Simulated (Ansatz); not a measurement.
CH3N, singlet: energies of several shapes or isomers

Calculated in Ansatz's Gaussian-basis code. Basis cc-pVDZ, nonrelativistic, no frozen core; active space CAS(4,3). Restricted Hartree–Fock, then the lowest state-specific CASSCF solution met for each case. Single-reference values can break down or jump between states where bonds are stretched. Unlike active orbitals can shift such differences by tenths of an eV, at times by over 1 eV.

Case A:

```tsv
atom	x (Å)	y (Å)	z (Å)
C	0.0000	0.0281	0.5921
N	0.0000	-0.1536	-0.6758
H	0.0000	1.0006	1.0943
H	0.0000	-0.8470	1.2401
H	0.0000	0.7531	-1.1566
```

Case B:

```xyz
5

C    -0.0093   -0.0019    0.5931
N     0.1411   -0.0057   -0.6788
H    -0.0768   -0.8913    1.2274
H    -0.0778    0.9578    1.1030
H    -0.7771   -0.0149   -1.1371
```

Energy less that of case A, in eV:

```tsv
case	RHF/ROHF	CASSCF
B	+2.539	+2.560
```

(1) What does SC-NEVPT2 give for these differences?

## Answers

(1) B: +2.493 eV (57.5 kcal/mol).
